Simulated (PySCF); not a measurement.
**Spin-rotation constants: `C=COC1CC1`, C5H8O**

Geometry:
```csv
atom,x (Å),y (Å),z (Å)
C1,2.187,0.164,0.239
C2,1.476,-0.560,-0.609
O3,0.165,-0.905,-0.526
C4,-0.535,-0.494,0.610
C5,-1.994,-0.224,0.440
C6,-1.050,0.914,0.699
H7,3.225,0.356,0.044
H8,1.772,0.589,1.135
H9,1.900,-0.978,-1.512
H10,-0.192,-0.976,1.523
H11,-2.667,-0.535,1.224
H12,-2.396,-0.324,-0.556
H13,-0.825,1.578,-0.121
H14,-1.066,1.394,1.666
```

Method used: GIAO KT3/6-31G magnetisability, rotational g tensor and spin-rotation constants, non-relativistic, gas phase (PySCF). Geometry: GFN2-xTB.

Task: Give the nuclear spin-rotation constants along the inertial axes (H = +C I·J) beside the isotropic shieldings.

Result: Rotational constants 8.8079, 2.5224, 2.1465 GHz. A star marks the isotopologue with that one atom substituted, in its own axes.
| atom | isotope | Caa (kHz) | Cbb (kHz) | Ccc (kHz) | mean (kHz) | σ (ppm) |
| --- | --- | --- | --- | --- | --- | --- |
| H7 | 1H | 0.504 | -0.255 | -0.265 | -0.005 | 29.2 |
| H8 | 1H | -0.364 | -0.059 | -0.208 | -0.210 | 28.9 |
| H9 | 1H | -0.239 | -0.041 | -0.169 | -0.149 | 26.5 |
| H10 | 1H | -0.860 | -0.278 | 0.059 | -0.360 | 29.7 |
| H11 | 1H | -0.335 | -0.301 | -0.144 | -0.260 | 32.2 |
| H12 | 1H | -0.921 | -0.151 | -0.122 | -0.398 | 32.0 |
| H13 | 1H | -0.962 | -0.291 | -0.004 | -0.419 | 32.3 |
| H14 | 1H | -0.999 | -0.038 | -0.210 | -0.416 | 32.3 |
| C1 | 13C* | 2.800 | 0.521 | 0.268 | 1.196 | 119.3 |
| C2 | 13C* | 3.564 | 0.726 | 0.475 | 1.588 | 61.0 |
| O3 | 17O* | -1.744 | -0.505 | -0.237 | -0.829 | 189.9 |
| C4 | 13C* | 1.631 | 0.418 | 0.353 | 0.801 | 148.7 |
| C5 | 13C* | 1.190 | 0.302 | 0.165 | 0.553 | 189.2 |

For the geometry as given, no vibrational averaging.
